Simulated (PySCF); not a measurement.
H2Si, SMILES [SiH2] (connectivity only; charge and spin as stated), charge +1, multiplicity 2. Atoms are numbered in the order given.

```xyz
3

Si     0.0000     0.0000    -0.0935
H      0.0000    -1.2898     0.6547
H      0.0000     1.2898     0.6547
```
Charge +1, spin multiplicity 2.

The structure is a stationary point at PBE0-D3(BJ)/def2-TZVPD. The isomer is the one that the SMILES or the coordinates give; other isomers of the formula were not compared.

Level of theory: TDA-PBE/def2-TZVPD (PySCF 2.14.0).

Vertical excitations. 

| state | energy (eV) | λ (nm) | f | main pairs |
|---|---|---|---|---|
| root 1 | 2.01 | 618 | 0.006 | α HOMO→LUMO 99 % |
| root 2 | 4.62 | 269 | 0.000 | α HOMO−1→LUMO 63 %, β HOMO→LUMO+1 37 % |
| root 3 | 4.62 | 269 | 0.010 | β HOMO→LUMO 97 % |
| root 4 | 5.35 | 232 | 0.000 | α HOMO−1→LUMO 37 %, β HOMO→LUMO+1 63 % |
| root 5 | 6.52 | 190 | 0.004 | α HOMO→LUMO+1 98 % |
| root 6 | 7.41 | 167 | 0.098 | α HOMO→LUMO+2 91 %, β HOMO→LUMO+2 7 % |
| root 7 | 8.05 | 154 | 0.000 | α HOMO−2→LUMO 41 %, β HOMO−1→LUMO+1 55 % |
| root 8 | 8.32 | 149 | 0.013 | α HOMO−1→LUMO+2 12 %, α HOMO→LUMO+5 10 %, β HOMO−1→LUMO 76 % |
| root 9 | 8.71 | 142 | 0.002 | α HOMO−1→LUMO+1 49 %, β HOMO→LUMO+2 49 % |
| root 10 | 8.97 | 138 | 0.130 | α HOMO→LUMO+3 98 % |
Unrestricted roots are not spin-pure.
